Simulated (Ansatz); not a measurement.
```yaml
crystal:
  periodic: [false, false, false]
  atoms:
    - {symbol: Ge, position_ang: [0.000000, 0.000000, -1.696628]}
    - {symbol: N, position_ang: [0.000000, 0.000000, 0.021555]}
    - {symbol: Si, position_ang: [0.000000, 0.000000, 1.675073]}
basis:
  gaussian: {orbitals: def2-TZVP}
magnetization: {spin_polarized: true, initial_magnetization: 3}
hamiltonian: {xc: pbe0}
relax: {f_tol: 0.004, max_steps: 80}
```

```sh
$ ansatz run in.yaml --threads 1 --pin off --events-out ev --progress --plain --max-ram 2176MiB
```

Steps of the relaxation (energy above the last step; positions in Å, forces in eV/Å):

```
3
step 1, 1.3 meV
Ge    0.000    0.000   -1.697    0.000    0.000    0.044
N     0.000    0.000    0.022    0.000    0.000    0.235
Si    0.000    0.000    1.675    0.000    0.000   -0.280
```

```
3
step 2, 0.5 meV
Ge    0.000    0.000   -1.695    0.000    0.000    0.000
N     0.000    0.000    0.023    0.000    0.000    0.164
Si    0.000    0.000    1.672    0.000    0.000   -0.163
```

```
3
step 3, 0.0 meV
Ge    0.000    0.000   -1.693    0.000    0.000   -0.032
N     0.000    0.000    0.024    0.000    0.000    0.035
Si    0.000    0.000    1.669    0.000    0.000   -0.003
```

```
3
step 5, 0.0 meV
Ge    0.000    0.000   -1.694    0.000    0.000    0.000
N     0.000    0.000    0.025    0.000    0.000    0.000
Si    0.000    0.000    1.669    0.000    0.000    0.000
```

Close pairs at the end: N2–Si3 1.644 Å, Ge1–N2 1.719 Å.

A stationary point of unrestricted PBE0 after 5 steps, with ⟨S²⟩ = 3.799 against 3.75 for a pure state; no frequencies were run, so it isn't proven a minimum. 27 s on 1 thread of Intel Xeon Platinum 8488C, shared host.
